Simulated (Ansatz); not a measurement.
A calculation with Ansatz (development build ahead of 0.2.0).

```yaml
crystal:
  periodic: [false, false, false]
  atoms:
    - { symbol: B, position_ang: [0.0, 0.0, 0.0] }
    - { symbol: B, position_ang: [0.89364, 1.19153, 2.57973] }
basis:
  gaussian: { orbitals: "6-31G" }
hamiltonian:
  xc: hf
correlation:
  method: fci
  frozen_orbitals: { B: 1 }
```

The input is written out in the form of the current development build from the run's settings.

The run gave:

```yaml
Converged: yes
Total_energy: -49.14157 hartree
State: lowest singlet root, of any spatial symmetry
```

Caution: another spin multiplicity may lie lower.
